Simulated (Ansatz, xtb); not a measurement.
# Relative energy of two structures of CH6BSi

We compare a, a doublet given by its coordinates, with b, `CB[SiH2]`, a doublet. Both are isolated molecules in the gas phase, relaxed with r2SCAN-D4/def2-SVP; the shapes shown needn't be the lowest conformers.

a (Å):

```xyz
9

C    -1.6541    0.5603    0.0845
B    -1.5265    0.7883    1.6217
Si    0.2275    0.5349    0.2142
H    -1.4436    1.9136    2.0637
H    -1.4930   -0.1601    2.3753
H     0.9938    1.7183   -0.2485
H     0.9345   -0.7666    0.1250
H    -2.0184   -0.4140   -0.2707
H    -1.9750    1.4032   -0.5438
```

Close contacts (Å): C1–B2 1.56, C1–Si3 1.89, B2–Si3 2.26, C1–H8 1.10, C1–H9 1.10, B2–H4 1.21, B2–H5 1.21, Si3–H6 1.48, Si3–H7 1.48.

b (Å):

```xyz
9

C     0.1749    0.9620    1.4471
B    -0.6135    0.8894    0.0947
Si   -2.3732    0.0709   -0.1043
H    -0.3169    0.5213    2.3268
H     1.1606    0.4762    1.3191
H     0.4153    2.0178    1.6735
H    -0.1228    1.3630   -0.9086
H    -3.1392   -0.5638    1.0105
H    -3.1325   -0.0054   -1.3861
```

Quicker runs give these differences E(b) − E(a): GFN2-xTB −6.8 kcal/mol; HF/STO-3G −4.1 kcal/mol (at GFN2-xTB geometries); r2SCAN-D4/def2-SVP//GFN2-xTB −4.2 kcal/mol.

Task: Estimate E(b) − E(a) at the level CCSD(T)/def2-SVP + ΔMP2/def2-TZVPP.

Result: Calculated at CCSD(T)/def2-SVP + ΔMP2/def2-TZVPP: E(b) − E(a) = −3.0 kcal/mol, so structure b lies lower.

How the difference moves with the method:

```json
{"level": "GFN2-xTB", "geometry": "GFN2-xTB", "E(b) − E(a) (kcal/mol)": "−6.8", "departure from the last row (kcal/mol)": "−3.7", "job, with rough time for the two": "optimisation, 0.23 s"}
{"level": "HF/STO-3G", "geometry": "GFN2-xTB", "E(b) − E(a) (kcal/mol)": "−4.1", "departure from the last row (kcal/mol)": "−1.1", "job, with rough time for the two": "single point, 0.28 s"}
{"level": "r2SCAN-D4/def2-SVP//GFN2-xTB", "geometry": "GFN2-xTB", "E(b) − E(a) (kcal/mol)": "−4.2", "departure from the last row (kcal/mol)": "−1.1", "job, with rough time for the two": "single point, 6.6 s"}
{"level": "r2SCAN-D4/def2-SVP", "geometry": "r2SCAN-D4/def2-SVP", "E(b) − E(a) (kcal/mol)": "−4.0", "departure from the last row (kcal/mol)": "−1.0", "job, with rough time for the two": "optimisation, 1.7 min"}
{"level": "HF/def2-SVP", "geometry": "r2SCAN-D4/def2-SVP", "E(b) − E(a) (kcal/mol)": "−8.8", "departure from the last row (kcal/mol)": "−5.7", "job, with rough time for the two": "part of the CCSD(T) run"}
{"level": "MP2/def2-SVP", "geometry": "r2SCAN-D4/def2-SVP", "E(b) − E(a) (kcal/mol)": "−3.8", "departure from the last row (kcal/mol)": "−0.7", "job, with rough time for the two": "part of the CCSD(T) run"}
{"level": "CCSD(T)/def2-SVP", "geometry": "r2SCAN-D4/def2-SVP", "E(b) − E(a) (kcal/mol)": "−5.1", "departure from the last row (kcal/mol)": "−2.1", "job, with rough time for the two": "single point"}
{"level": "CCSD(T)/def2-SVP + ΔMP2/def2-TZVPP", "geometry": "r2SCAN-D4/def2-SVP", "E(b) − E(a) (kcal/mol)": "−3.0", "departure from the last row (kcal/mol)": "", "job, with rough time for the two": "single point, 25 s"}
```

None of the levels shown reverses the order. The largest departure from CCSD(T)/def2-SVP + ΔMP2/def2-TZVPP is that of HF/def2-SVP, 5.7 kcal/mol. The last row adds to CCSD(T) the change of the MP2 difference between the two basis sets, here +2.1 kcal/mol.

With harmonic frequencies from r2SCAN-D4/def2-SVP (ideal gas, rigid rotor, one conformer each, 298.15 K, 1 atm): the zero-point term adds +0.8 kcal/mol; ΔH is −1.9 and ΔG −2.9 kcal/mol.

Open shells are spin-unrestricted. The correlated steps freeze 7 core orbitals. Run with Ansatz 0.2.0, xtb 6.7.1; the last row on 1 thread of Arm Neoverse V1 on a shared host.
